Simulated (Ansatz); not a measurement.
# CH6BN: vertical ionisation energy

How much energy removes an electron from CH6BN at fixed geometry? The cation is run at each level and the neutral's energy taken from earlier runs.

The runs use Ansatz 0.2.0, Gaussian basis; unrestricted cation, the program's frozen cores in correlated methods.

Levels to be run: UKS PBE-D4/def2-TZVPP; UKS r2SCAN-D4/def2-TZVPP; UKS PBE0-D4/def2-TZVPP; UKS B3LYP-D4/def2-TZVPP; UKS wB97X-V/def2-TZVPP; UKS wB97M-V/def2-TZVPP; UKS B2PLYP/def2-TZVPP; UHF-CCSD(T)/def2-TZVPP; UHF-MP2/def2-QZVPP; extrapolation to the limit; then −ε(HOMO) from the neutral's earlier runs with LDA (SPW92), PBE-D4, revPBE-D4, BLYP-D4, r2SCAN-D4, B97M-V, PBE0-D4, B3LYP-D4, r2SCANh-D4, r2SCAN0-D4, HSE06-D4, BHLYP-D4, CAM-B3LYP-D4, LC-ωPBE, ωB97X-V, ωB97M-V.

**1. The geometry**

All runs share one geometry, relaxed beforehand with PBE0-D4 in a triple-zeta def2 set.

SMILES `CBN`, 9 atoms, charge 0, spin multiplicity 1.

Atoms are counted from 1 here; the program's logs count them from 0.

Bond lengths: C1–B2 1.568 Å, C1–H4 1.095 Å, C1–H5 1.095 Å, C1–H6 1.094 Å, B2–N3 1.392 Å, B2–H7 1.202 Å, N3–H8 1.005 Å, N3–H9 1.007 Å. Angles: B2–C1–H4 110.3°, B2–C1–H5 110.4°, B2–C1–H6 114.3°, H4–C1–H5 105.5°, H4–C1–H6 108.0°, H5–C1–H6 108.0°, C1–B2–N3 122.0°, C1–B2–H7 121.0°, N3–B2–H7 117.0°, B2–N3–H8 123.2°, B2–N3–H9 123.1°, H8–N3–H9 113.7°.

**2. Cation, UKS PBE-D4/def2-TZVPP**

Contents of in.yaml:

```yaml
crystal:
  periodic: [false, false, false]
  atoms:
    - {symbol: C, position_ang: [-0.665349, 0.757727, -0.590333]}
    - {symbol: B, position_ang: [0.459350, -0.282865, -0.256154]}
    - {symbol: N, position_ang: [0.592799, -0.842845, 1.010719]}
    - {symbol: H, position_ang: [-1.291914, 0.390837, -1.410647]}
    - {symbol: H, position_ang: [-0.224645, 1.692214, -0.954324]}
    - {symbol: H, position_ang: [-1.319932, 0.998852, 0.252280]}
    - {symbol: H, position_ang: [1.248788, -0.632793, -1.092826]}
    - {symbol: H, position_ang: [1.306188, -1.511037, 1.244893]}
    - {symbol: H, position_ang: [-0.016786, -0.616389, 1.779193]}
basis:
  gaussian: {orbitals: def2-TZVPP}
total_charge: 1
magnetization: {spin_polarized: true, initial_magnetization: 1}
hamiltonian: {xc: pbe, dispersion: d4}
```

The runs that follow: Cation, UKS r2SCAN-D4/def2-TZVPP; Cation, UKS PBE0-D4/def2-TZVPP; Cation, UKS B3LYP-D4/def2-TZVPP; Cation, UKS wB97X-V/def2-TZVPP; Cation, UKS wB97M-V/def2-TZVPP; Cation, UKS B2PLYP (frozen core)/def2-TZVPP; Cation, UHF-CCSD(T)/def2-TZVPP; Cation, UHF-MP2/def2-QZVPP.

Q: Predict the results of all the runs planned. Wanted: ionisation energy, CCSD(T)/CBS; nearest functional by difference; nearest −ε(HOMO); −ε(HOMO) of PBE; T1 of the cation.

As calculated:

```
                        quantity               value
  ionisation energy, CCSD(T)/CBS            11.00 eV
nearest functional by difference  ωB97M-V (-0.13 eV)
                nearest −ε(HOMO)  ωB97X-V (-0.19 eV)
                 −ε(HOMO) of PBE             6.95 eV
                T1 of the cation               0.016
```

In words: Energy differences with functionals land within 0.45 eV of the reference. The PBE orbital energy is 4.0 eV too small: a semilocal HOMO is no ionisation energy. Among orbital estimates ωB97X-V comes nearest. Hartree-Fock falls 1.71 eV short, as the neutral has more correlation energy than the cation. The cation may have settled in a state other than its lowest; no search over hole states beyond the program's own was made.
